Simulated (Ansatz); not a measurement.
System: chalcopyrite ZnGeP2. Method: revPBE (Ansatz, a quantum-chemistry and plane-wave program, PAW).

Settings: plane-wave cutoff 520 eV, 10×10×10 k mesh, Fermi–Dirac smearing 0.01 eV, scalar-relativistic PAW data made under PBE.

Computed points:

```csv
V (Å³/atom),E − E_lowest (meV/atom),P (GPa)
20.087,7.91,3.13
20.506,1.91,1.48
20.924,0.00,0.01
21.343,1.73,-1.31
21.761,6.72,-2.49
```

**Question.** Estimate the bulk modulus from the pressures at 20.506 and 21.343 Å³/atom, and compare it with a fit to all energies.

**Answer.** B = −V dP/dV. Between V = 20.506 and 21.343 Å³/atom, dP/dV = (-1.31 − (1.48))/(21.343 − 20.506) = -3.33 GPa per Å³/atom; at the midpoint 20.925 Å³/atom this gives B ≈ 69.7 GPa. The third-order Birch–Murnaghan fit gives V0 = 20.927 Å³/atom, B0 = 69.6 GPa, B′ = 4.6, which lies within 1 % of that estimate.

Shape and atoms are relaxed at each volume.

Measured, for comparison: bulk modulus 79 GPa (room temperature, no zero-point or thermal correction; as tabulated in Isothermal phase behavior of Ag3SbS3, ZnGeP2, and ZnS (abstract)). Computed (rounded) less measured: bulk modulus -12 %.

Note: the bulk modulus comes from volumes at which shape and atoms were relaxed.

Computed values are for the static lattice.
